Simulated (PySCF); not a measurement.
**Identify the compound**

The spectra below were simulated for a compound C3H5F3.

1H NMR (400 MHz, computed): δ 1.79 (qq, J = 10.0, 8.6 Hz, 2H), 1.13 (t, J = 8.6 Hz, 3H).

13C{1H} NMR (computed): δ 132.2 (C, q, J = 341.5 Hz), 30.5 (CH2, q, J = 32.3 Hz), 8.1 (CH3, q, J = 2.9 Hz).

- couplings computed with B3LYP/pcJ-1 (spin–dipole term only in couplings to heteroatoms)
- structure optimised with PBE0-D3(BJ)/def2-SVP
- PBE0/pcSseg-1 with gauge-including orbitals
- code: PySCF
- isolated molecule, averaged over atoms made equivalent by symmetry, fast rotation or ring inversion, no relativistic terms, one computed conformer

References, each an isolated molecule treated in the same way: TMS for 1H, 13C.

Propose a structure and justify it.

Answers


Rings plus π bonds: 0. 3 carbon signals for 3 carbons: no two carbons are equivalent. Carbon types of the structure: 1 × C, 1 × CH2, 1 × CH3, which accounts for all hydrogens. δC 132.2: CF3 carbon; 3 electronegative neighbours deshield it. δC 30.5: sp3 CH2; saturated and bonded to C and H only. δC 8.1: methyl carbon; a saturated carbon with 1 carbon neighbour and no heteroatom attached. δH 1.79: hydrogen on an sp3 CH2. δH 1.13: hydrogen on a methyl carbon; far from electronegative atoms and π systems. The protons at 1.13 and 1.79 share a coupling of 8.6 Hz (vicinal).

These data were computed for `CCC(F)(F)F`.

This is the structure that produced the data.

Common functionals overestimate the size of one-bond C–F couplings by tens of Hz; these are unscaled. Multiplet labels drop couplings under 1 Hz and merge nearly equal ones. Unscaled 3J(H,H) at this level run about 10 % above measured values. Shifts are as computed. Against solution values, carbons near 30 ppm lie about +2 ppm off and those near 130 ppm about +5 ppm. Of 1211 compounds with measured shifts, 218 miss one by over three times the rms of a fit or turn the order of signals round; such compounds aren't used in these exercises.
